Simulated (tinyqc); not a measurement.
Worked calculation: extended Hueckel theory, for SiH2. One step of it, computed by the program tinyqc.

Question. Orbitals. Solve H C = S C e through S^(-1/2); fill by pairs from the bottom, a degenerate level sharing its electrons equally; each orbital has its largest coefficient positive (the first on a tie).

H (eV):
```
,1Si 3s,1Si 3px,1Si 3py,1Si 3pz,2H 1s,3H 1s
1Si 3s,-17.300000,0.000000,0.000000,0.000000,-11.436010,-11.362535
1Si 3px,0.000000,-9.200000,0.000000,0.000000,0.000000,0.000000
1Si 3py,0.000000,0.000000,-9.200000,0.000000,-9.010481,8.973268
1Si 3pz,0.000000,0.000000,0.000000,-9.200000,-5.787219,-5.759721
2H 1s,-11.436010,0.000000,-9.010481,-5.787219,-13.600000,-1.072050
3H 1s,-11.362535,0.000000,8.973268,-5.759721,-1.072050,-13.600000
```

overlap S:
```
,1Si 3s,1Si 3px,1Si 3py,1Si 3pz,2H 1s,3H 1s
1Si 3s,1.000000,0.000000,0.000000,0.000000,0.419568,0.416872
1Si 3px,0.000000,1.000000,0.000000,0.000000,0.000000,0.000000
1Si 3py,0.000000,0.000000,1.000000,0.000000,0.442499,-0.440672
1Si 3pz,0.000000,0.000000,0.000000,1.000000,0.284207,0.282856
2H 1s,0.419568,0.000000,0.442499,0.284207,1.000000,0.045044
3H 1s,0.416872,0.000000,-0.440672,0.282856,0.045044,1.000000
```

valence electrons = 6

Give: orbital energies; occupations; coefficients; sum of one-electron energies.

Answer.

orbital energies (eV): -20.1130  -15.0689  -10.6048  -9.2000  5.4522  10.6122

occupations: 2.0000  2.0000  2.0000  0.0000  0.0000  0.0000

coefficients:
```
,MO1,MO2,MO3,MO4,MO5,MO6
1Si 3s,0.6661,0.0007,-0.4345,0.0000,-0.0271,1.0106
1Si 3px,0.0000,0.0000,0.0000,1.0000,0.0000,0.0000
1Si 3py,0.0000,-0.4007,0.0011,0.0000,1.2362,0.0402
1Si 3pz,0.0041,0.0001,0.8228,0.0000,-0.0232,0.7895
2H 1s,0.3145,-0.5016,0.2086,0.0000,-0.7694,-0.9177
3H 1s,0.3126,0.5045,0.2091,0.0000,0.8196,-0.8632
```

sum of one-electron energies = -91.5734 eV
